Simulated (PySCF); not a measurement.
Compound: 1,3-dithiane, C4H8S2.
Atom-mapped SMILES: `[CH2:1]1[CH2:2][S:3][CH2:4][S:5][CH2:6]1` (hydrogens: H7, H8 on C1; H9, H10 on C2; H11, H12 on C4; H13, H14 on C6)

Geometry (PBE0-D3(BJ)/def2-SVP, Å), atoms numbered from 1 in this order:
```
atom  x, y, z in Å
C1    -1.2588    0.0662   -0.1748
C2    -0.5655   -1.2631    0.0880
S3     0.9625   -1.5093   -0.8594
C4     1.8695   -0.0589   -0.2721
S5     1.0912    1.5332   -0.6331
C6    -0.4583    1.2795    0.2767
H7    -2.2205    0.0665    0.3683
H8    -1.4876    0.1556   -1.2492
H9    -0.3468   -1.3829    1.1639
H10   -1.2147   -2.1020   -0.2040
H11    2.8408   -0.0617   -0.7872
H12    2.0592   -0.1476    0.8109
H13   -1.0327    2.2038    0.1148
H14   -0.2374    1.2212    1.3573
```

Computed, not measured: core-valence-separated Tamm–Dancoff BHandHLYP/aug-pcX-1 (pcseg-1 on H, def2-SVPD on S) in PySCF, non-relativistic, gas phase, PBE0-D3(BJ)/def2-SVP geometry. The energies are unshifted.

Q: Give energies, oscillator strengths and core holes at the C K edge.

A: 
```
E (eV)       f  core hole on          main final orbital
285.71  0.0029         C2/C6                      spread
285.72  0.1165    C1 + C2/C6  spread (2 roots, f summed)
286.11  0.0314            C4                      spread
286.33  0.0323         C2/C6    LUMO (2 roots, f summed)
286.38  0.0254            C1                      spread
286.58  0.0689            C4                      spread
286.75  0.0593         C2/C6  spread (2 roots, f summed)
286.82  0.0060            C1               LUMO+2 (72 %)
286.86  0.0013            C1               LUMO+3 (62 %)
287.02  0.0172            C4               LUMO+1 (52 %)
287.33  0.0089            C1               LUMO+1 (41 %)
287.40  0.0321            C4               LUMO+3 (31 %)
287.46  0.0062         C2/C6  spread (2 roots, f summed)
287.60  0.0004            C1               LUMO+4 (63 %)
287.65  0.0013            C1               LUMO+5 (61 %)
```

The first line with a tenth or more of the strongest one's intensity is at 285.72 eV (f = 0.117, sum of 2), with the hole on C1 + C2/C6 (ring CH2 carbon and sp3 carbon bound to sulfur). It is also the strongest listed.

Roots within 0.03 eV whose holes lie on the same, on equivalent or on shared atoms are summed into one line, and the highest roots are left out, as the search may have cut off their partners. Final orbitals are the ground state's empty Kohn–Sham orbitals.

Q: What is the summed oscillator strength of the listed C K lines, and their intensity-weighted mean energy?

A: Σf = 0.410 over 15 lines from 285.71 to 287.65 eV; the weighted mean is 286.41 eV. The strongest line holds 28 % of the sum.

The list ends where the root search ended, not at a threshold.

One conformer stands for the species.
